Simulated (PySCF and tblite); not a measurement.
Results of a calculation; reference values are marked as such.
# Conformers and averaged properties: C4H8O, numbered as in [OH:1][CH2:2][CH:3]1[CH2:4][CH2:5]1

Search: ETKDG and KDG, MMFF94s, GFN2-xTB, 90 starts; geometries at PBE0-D3(BJ)/def2-SVP. Energies: B3LYP-D3(BJ)/pcSseg-1, grid level 3, with GFN2-xTB thermal terms (modes under about 100 cm⁻¹ blended into free rotors). Symmetry numbers and mirror images are counted. Conformers within 3 kcal/mol (GFN2-xTB free energy) were kept, 4 at most. GIAO shieldings: B3LYP/pcSseg-1, grid level 3. Codes: tblite and PySCF.

Torsions listed: H1–O1–C2–C3, O1–C2–C3–C4. Of a mirror pair one member is shown.

```json
{"conformer": "1", "shape": "-51°, 152°", "symmetry": "C1 (pair)", "E(GFN2) kcal/mol": "0.00", "E(DFT) kcal/mol": "0.00", "G(298.15 K) kcal/mol": "0.00", "weight %": "65.3", "dipole D": "1.71"}
{"conformer": "2", "shape": "72°, 36°", "symmetry": "C1 (pair)", "E(GFN2) kcal/mol": "1.47", "E(DFT) kcal/mol": "0.76", "G(298.15 K) kcal/mol": "0.76", "weight %": "18.0", "dipole D": "1.55"}
{"conformer": "3", "shape": "-58°, -75°", "symmetry": "C1 (pair)", "E(GFN2) kcal/mol": "0.49", "E(DFT) kcal/mol": "1.14", "G(298.15 K) kcal/mol": "1.05", "weight %": "11.1", "dipole D": "1.68"}
{"conformer": "4", "shape": "-174°, -81°", "symmetry": "C1 (pair)", "E(GFN2) kcal/mol": "2.18", "E(DFT) kcal/mol": "1.71", "G(298.15 K) kcal/mol": "1.46", "weight %": "5.6", "dipole D": "1.51"}
```

Weights (%) against temperature:

```csv
T (K),1,2,3,4,S(mix) cal/mol/K
250,72.0,15.6,8.6,3.7,3.09
273.15,68.6,16.9,9.9,4.6,3.22
298.15,65.3,18.0,11.1,5.6,3.35
323.15,62.4,18.9,12.2,6.5,3.45
373.15,57.3,20.3,14.1,8.3,3.61
```

Coordinates of conformer 1 (Å):

```xyz
13

O     2.273    0.002   -0.195
C     1.157   -0.659    0.336
C     0.021    0.275    0.651
C    -1.393   -0.216    0.623
C    -0.904    0.706   -0.454
H     1.959    0.546   -0.925
H     1.499   -1.164    1.254
H     0.785   -1.456   -0.343
H     0.266    1.036    1.400
H    -2.092    0.175    1.366
H    -1.563   -1.264    0.358
H    -1.264    1.738   -0.461
H    -0.747    0.281   -1.452
```
